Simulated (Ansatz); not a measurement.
C8H18 can be A, `CCC(C)CC(C)C`, or B, `CCC(CC)C(C)C`.

Gas-phase electronic energies from Ansatz, PBE0-D4/def2-TZVP geometries. CCSD(T)/CBS is the MP2 limit (def2-TZVPP, def2-QZVPP) plus CCSD(T) − MP2 in def2-TZVPP, frozen cores. DFT in def2-TZVPP. B3LYP here is the variant with VWN-RPA as its local correlation; programs differ in this. Each species was taken in one conformer, which may not be the lowest.

A:

Z-matrix (Å, degrees):
```
C
C 1 1.520
H 1 1.092 2 111.0
H 1 1.094 2 111.0 3 119.6
H 1 1.092 2 112.1 3 -120.1
C 2 1.527 1 114.6 3 -174.9
H 2 1.098 1 109.7 3 62.6
H 2 1.094 1 108.5 3 -52.8
C 6 1.528 2 111.9 1 177.0
C 6 1.523 2 111.9 1 -59.8
H 6 1.098 2 107.6 1 58.2
C 9 1.527 6 117.3 2 -58.2
H 9 1.098 6 108.3 2 179.3
H 9 1.098 6 108.3 2 65.0
H 10 1.093 6 110.8 2 -178.5
H 10 1.095 6 110.7 2 -59.2
H 10 1.091 6 112.2 2 61.2
C 12 1.522 9 109.8 6 179.9
C 12 1.522 9 112.2 6 -56.7
H 12 1.097 9 108.5 6 62.7
H 18 1.095 12 110.7 9 62.9
H 18 1.093 12 111.4 9 -177.3
H 18 1.093 12 111.4 9 -56.8
H 19 1.092 12 112.1 9 62.7
H 19 1.095 12 110.7 9 -57.6
H 19 1.093 12 110.9 9 -177.0
```

B:

```xyz
26

C    -1.365    1.271   -1.378
C    -0.458    0.054   -1.463
C     0.325   -0.264   -0.185
C     1.315    0.849    0.171
C     2.251    1.257   -0.955
C    -0.586   -0.607    1.008
C     0.213   -1.075    2.220
C    -1.627   -1.663    0.658
H    -1.874    1.443   -2.329
H    -2.136    1.151   -0.612
H    -0.805    2.179   -1.139
H     0.254    0.195   -2.281
H    -1.049   -0.820   -1.747
H     0.916   -1.167   -0.399
H     0.762    1.727    0.525
H     1.923    0.521    1.018
H     2.771    0.388   -1.370
H     1.723    1.747   -1.776
H     3.010    1.954   -0.595
H    -1.118    0.310    1.296
H     0.876   -0.303    2.612
H    -0.458   -1.368    3.031
H     0.825   -1.947    1.966
H    -2.332   -1.321   -0.102
H    -2.207   -1.938    1.543
H    -1.147   -2.573    0.283
```

Which isomer does CCSD(T)/CBS put lower? Give the gap. (An estimate is asked.)

Ansatz gave: A, by 2.0 kcal/mol.

Give E(B) − E(A) in kcal/mol with PBE-D4, PBE0-D4, B3LYP, ωB97M-V, HF/def2-TZVPP, CCSD(T)/def2-TZVPP, r2SCAN-D4. (An estimate is asked.)

The calculation gave: PBE-D4 2.2, PBE0-D4 2.2, B3LYP 3.4, ωB97M-V 1.9, HF/def2-TZVPP 4.0, CCSD(T)/def2-TZVPP 1.9, r2SCAN-D4 2.3. None reverses the order clearly.

Largest T1 diagnostic: 0.009.

In def2-TZVPP, CCSD(T) changes the Hartree–Fock value by −2.1 kcal/mol (the triples alone add −0.3 kcal/mol) and MP2 by −2.3 kcal/mol. The D4 term adds −1.2 kcal/mol with B3LYP and −0.7 kcal/mol with PBE0; it sums over pairs of atoms, weighted by their polarisabilities, and B3LYP, whose exchange is more repulsive, gets the larger term.
